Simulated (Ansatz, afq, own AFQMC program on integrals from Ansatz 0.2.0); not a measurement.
Two steps: Ansatz 0.2.0 writes the Fock matrix and Cholesky factors of the valence space, and afq projects on them the lowest state that overlaps trial and start.

```yaml
crystal:
  periodic: [false, false, false]
  atoms:
    - {symbol: Si, position_ang: [-0.005941, 0.000000, 1.692878]}
    - {symbol: Ge, position_ang: [-0.001466, 0.000000, -0.747359]}
    - {symbol: H, position_ang: [1.461722, -0.000031, 1.996378]}
    - {symbol: H, position_ang: [-0.595235, 1.204279, 2.346671]}
    - {symbol: H, position_ang: [-0.595286, -1.204254, 2.346671]}
basis:
  gaussian: {orbitals: cc-pVDZ}
magnetization: {spin_polarized: true, initial_magnetization: 1}
correlation: {method: ccsd_t, electrons: outside_noble_gas, hamiltonian_folder: ham}
```

```sh
$ ansatz run in.yaml --threads 1 --pin off --events-out ev --progress --plain --max-ram 1382MiB
```

Options of the walk:

```
--method free --trial cisd --walkers 60 --time-step 0.03 --max-blocks 80 --target-error 0.0004 --factor-cut 1e-05 --seed 705 --times 0,0.21,0.42,0.81,1.2,1.8,2.4,3 --taylor-order 8
```

Times are imaginary, in 1/Eh. The walk had a cap of 1706 s. Filled inner d shells are frozen with the cores.

```
orbitals 41  electrons 6 5  factors 314 of 640
reference energy -2365.96471656 Eh
CCSD correlation -0.20115973 Eh in 16 cycles, weight of the determinant in the CISD state 0.8535
repeat  energy at the last time / Eh  error
    10  -2366.170744  0.000585
    20  -2366.170850  0.000544
    30  -2366.170805  0.000637
    40  -2366.171042  0.000554
    50  -2366.171224  0.000496
    60  -2366.171370  0.000453
    70  -2366.171600  0.000421
    80  -2366.171654  0.000378
time / (1/Eh)  energy / Eh  error  mean overlap
  0.00  -2366.165907  0.000144  1.1720
  0.21  -2366.168107  0.000163  1.1716
  0.42  -2366.169330  0.000157  1.1722
  0.81  -2366.170818  0.000184  1.1714
  1.20  -2366.171117  0.000202  1.1898
  1.80  -2366.172206  0.000249  1.1744
  2.40  -2366.171641  0.000292  1.2027
  3.00  -2366.171654  0.000378  1.2190
energy -2366.171654 +/- 0.000378 Eh
```

Task: Estimate how long the walk took on 1 thread of Arm Neoverse V2, with other jobs on the host.

Result: 4.8 min of wall time.

The run passed its tests (error under three times the target), which doesn't prove that it has relaxed.

Against this walk (error 10.3 meV) on the same determinant: CCSD(T) 17.5 meV higher (within the noise), the released energy of a separate walk with a CISD trial 13.6 ± 18.0 meV lower (within the noise). The error is statistical, and a free projection of finite length keeps a remainder of its start.

Cautions: remainder of the start not in the error; no relativity below Rb; no spin-orbit coupling; inner d shell frozen; unrestricted determinant slightly spin contaminated (⟨S²⟩ 0.81 against 0.75).

A walk keeps the symmetry of its determinant, which the program's search chose and which needn't be the lowest solution, so a lower state of the same spin and another symmetry isn't excluded.
